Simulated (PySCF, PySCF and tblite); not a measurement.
A run on one conformer of C5H10O, numbered as in [CH3:1][C:2](=[O:3])[CH:4]([CH3:5])[CH3:6], from an ensemble study. The sound level was PBE0/pcSseg-1 (IEF-PCM, chloroform) on GFN2-xTB geometries.

Input:

```
{"job": {"xc": "B3LPY", "basis": "pcSseg-1", "kind": "nmr", "pop": false}, "charge": 0, "multiplicity": 1}
C      2.146344    -0.058642    -0.162052
C      0.857033     0.380885     0.485149
O      0.820597     0.928788     1.556478
C     -0.398459     0.054637    -0.313204
C     -0.922976    -1.294630     0.191862
C     -1.451664     1.143094    -0.125369
H      2.349982     0.593606    -1.009978
H      2.058571    -1.076568    -0.533357
H      2.969320     0.012011     0.544126
H     -0.140529    -0.036825    -1.372769
H     -1.148450    -1.229571     1.253863
H     -1.832075    -1.563999    -0.340973
H     -0.187906    -2.082542     0.041386
H     -1.098983     2.087952    -0.532807
H     -2.376318     0.869379    -0.627777
H     -1.652086     1.281369     0.934009
```

Command: OMP_NUM_THREADS=1 python ens_run.py task.json out

Output:

```
KeyError: "LibXCFunctional: name 'B3LPY' not found."
```

**Question.** What is wrong with this calculation?

**Answer.** The setting at fault: functional unknown or not served for shieldings. B3LPY is no functional's name. (The solvent model also differs from the sound level's.) The program refused the input.
